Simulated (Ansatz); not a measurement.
```yaml
crystal:
  periodic: [false, false, false]
  atoms:
    - {symbol: Al, position_ang: [0.000000, 0.000000, -2.217277]}
    - {symbol: P, position_ang: [0.000000, 0.000000, 0.000000]}
    - {symbol: Al, position_ang: [0.000000, 0.000000, 2.217277]}
basis:
  gaussian: {orbitals: def2-TZVP}
magnetization: {spin_polarized: true, initial_magnetization: 1}
hamiltonian: {xc: pbe0}
relax: {f_tol: 0.004, max_steps: 80}
```

```sh
$ ansatz run in.yaml --threads 1 --pin off --events-out ev --progress --plain --max-ram 2176MiB
```

Steps of the relaxation (energy above the last step; positions in Å, forces in eV/Å):

```
3
step 1, 4.0 meV
Al    0.000    0.000   -2.217    0.000    0.000    0.226
P     0.000    0.000    0.000    0.000    0.000    0.000
Al    0.000    0.000    2.217    0.000    0.000   -0.226
```

```
3
step 2, 0.2 meV
Al    0.000    0.000   -2.204    0.000    0.000    0.055
P     0.000    0.000    0.000    0.000    0.000    0.000
Al    0.000    0.000    2.204    0.000    0.000   -0.055
```

```
3
step 3, 0.0 meV
Al    0.000    0.000   -2.200    0.000    0.000   -0.001
P     0.000    0.000    0.000    0.000    0.000    0.000
Al    0.000    0.000    2.200    0.000    0.000    0.001
```

Close pairs at the end: P2–Al3 2.200 Å, Al1–P2 2.200 Å.

A stationary point of unrestricted PBE0 after 3 steps, with ⟨S²⟩ = 0.766 against 0.75 for a pure state; no frequencies were run, so it isn't proven a minimum. 13 s on 1 thread of AMD EPYC 9R14, shared host.
